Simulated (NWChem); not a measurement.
**C2N2 (bisisocyanide): levels of theory compared**

Aim: a comparison of 4 runs (HF/3-21G, HF/cc-pVTZ, MP2/def2-SVP, MP2/cc-pVTZ) of C2N2 (bisisocyanide). 

The results are computed with NWChem 7.3.0.

## (1) The structure to begin with

C2N2: 4 atoms, total charge 0, spin state singlet. As SMILES, `[C-]#[N+][N+]#[C-]`. Geometry: relaxed at PBE0-D4/def2-TZVP.

Bond lengths: C1–N2 1.175 Å, N2–N3 1.265 Å, N3–C4 1.175 Å. Angles: C1–N2–N3 180.0°, N2–N3–C4 180.0°.

## (2) Energy and gradient at HF/3-21G (run 1)

The input, c2n2.nw:

```
start c2n2
title "bisisocyanide"
memory stack 880 mb heap 220 mb global 1100 mb

geometry units angstroms noautosym nocenter noautoz
  C       -0.612040       1.680100       0.265350
  N       -0.214170       0.587980       0.092870
  N        0.214200      -0.587980      -0.092860
  C        0.612010      -1.680110      -0.265370
end

basis spherical bse
  * library 3-21G
end

scf
  singlet
  rhf
  thresh 1e-08
  maxiter 80
end

task scf gradient
```

Launch:

```sh
$ nwchem c2n2.nw > c2n2.out
```

What it wrote:

```text
[...]
  functions       =    36
[...]
  wavefunction    = RHF
[...]
         Total SCF energy =   -183.446944583295
      One-electron energy =   -408.535351693287
      Two-electron energy =    143.281778379032
 Nuclear repulsion energy =     81.806628730960
        Time for solution =      0.4s
[...]
                         RHF ENERGY GRADIENTS
    atom               coordinates                        gradient
                 x          y          z           x          y          z
   1 C      -1.156588   3.174929   0.501439   -0.007386   0.020271   0.003201
   2 N      -0.404723   1.111121   0.175499    0.013356  -0.036659  -0.005790
   3 N       0.404779  -1.111121  -0.175480   -0.013349   0.036647   0.005789
   4 C       1.156531  -3.174948  -0.501477    0.007379  -0.020258  -0.003201
[...]
```

Run time: 1 s. Hardware: 1 thread of Intel Xeon at 2.60GHz (Ice Lake), shared host; peak memory 0.096 GiB.

## (3) Energy and forces at HF/cc-pVTZ (run 2)

The input, run.nw:

```
start run
memory total 2200 mb
charge 0
geometry units angstrom noautosym nocenter noautoz
   C    -0.612040    1.680100    0.265350
   N    -0.214170    0.587980    0.092870
   N     0.214200   -0.587980   -0.092860
   C     0.612010   -1.680110   -0.265370
end
basis spherical bse
   * library cc-pVTZ
end
scf
   thresh 1e-08
   maxiter 80
end
task scf gradient
```

Launch:

```sh
$ nwchem run.nw > run.out
```

What it wrote:

```text
[...]
  functions       =   120
[...]
  wavefunction    = RHF
[...]
         Total SCF energy =   -184.548472312357
      One-electron energy =   -410.248082611822
      Two-electron energy =    143.892981568505
 Nuclear repulsion energy =     81.806628730960
        Time for solution =     36.3s
[...]
                         RHF ENERGY GRADIENTS
    atom               coordinates                        gradient
                 x          y          z           x          y          z
   1 C      -1.156588   3.174929   0.501439   -0.018726   0.051400   0.008117
   2 N      -0.404723   1.111121   0.175499    0.020183  -0.055399  -0.008749
   3 N       0.404779  -1.111121  -0.175480   -0.020175   0.055387   0.008749
   4 C       1.156531  -3.174948  -0.501477    0.018718  -0.051388  -0.008117
[...]
```

Wall time 46 s (1 thread of Intel Xeon at 2.60GHz (Ice Lake), shared host); peak memory 0.11 GiB.

Run 3 isn't shown in full; the table further down has it.

## (4) Energy and forces at MP2/cc-pVTZ (run 4)

The input, calc.nw:

```
start calc
title "C2N2 gradient"
memory stack 880 mb heap 220 mb global 1100 mb

geometry units angstrom noautosym nocenter noautoz
   C    -0.612040    1.680100    0.265350
   N    -0.214170    0.587980    0.092870
   N     0.214200   -0.587980   -0.092860
   C     0.612010   -1.680110   -0.265370
end

basis spherical bse
   * library cc-pVTZ
end

scf
   thresh 1e-08
   maxiter 80
end

mp2
   freeze core 4
   tight
end

task mp2 gradient
```

Launch:

```sh
$ nwchem calc.nw > calc.out
```

What it wrote:

```text
[...]
  functions       =   120
[...]
  wavefunction    = RHF
[...]
         Total SCF energy =   -184.548472312357
      One-electron energy =   -410.248082611822
      Two-electron energy =    143.892981568505
 Nuclear repulsion energy =     81.806628730960
        Time for solution =     36.9s
[...]
          Total MP2 energy          -185.193132949465
[...]
                         mp2 ENERGY GRADIENTS
    atom               coordinates                        gradient
                 x          y          z           x          y          z
   1 C      -1.156588   3.174929   0.501439    0.009070  -0.024897  -0.003932
   2 N      -0.404723   1.111121   0.175499   -0.004731   0.012987   0.002051
   3 N       0.404779  -1.111121  -0.175480    0.004735  -0.012999  -0.002053
   4 C       1.156531  -3.174948  -0.501477   -0.009074   0.024910   0.003934
[...]
```

Run time: 96 s. Hardware: 1 thread of Intel Xeon at 2.60GHz (Ice Lake), shared host; peak memory 0.45 GiB.

## (5) All runs side by side

```tsv
run	level	module	frozen core orbitals	energy (Eh)	dipole moment (D)	HOMO energy (eV)	LUMO energy (eV)	wall time
1	HF/3-21G	scf	–	-183.446945	0.00	-12.95	2.87	1 s
2	HF/cc-pVTZ	scf	–	-184.548472	0.00	-13.09	2.32	46 s
3	MP2/def2-SVP	mp2	4	-184.869839	0.00	-13.21	2.43	5.7 s
4	MP2/cc-pVTZ	mp2	4	-185.193133	0.00	-13.09	2.32	96 s
```

## (6) Outcome

```
                                                      quantity          value
                                           run 4: total energy  -185.19313 Eh
run 4: dipole moment (of the density that the program reports)         0.00 D
                    run 4: HOMO energy (Hartree–Fock orbitals)      -13.09 eV
                    run 4: LUMO energy (Hartree–Fock orbitals)        2.32 eV
                  run 4: HOMO–LUMO gap (Hartree–Fock orbitals)       15.41 eV
            run 4: correlation energy (4 core orbitals frozen)     -644.7 mEh
                               run 4: largest force on an atom     1.378 eV/Å
```

All runs together took 2.5 min, the longest 96 s.
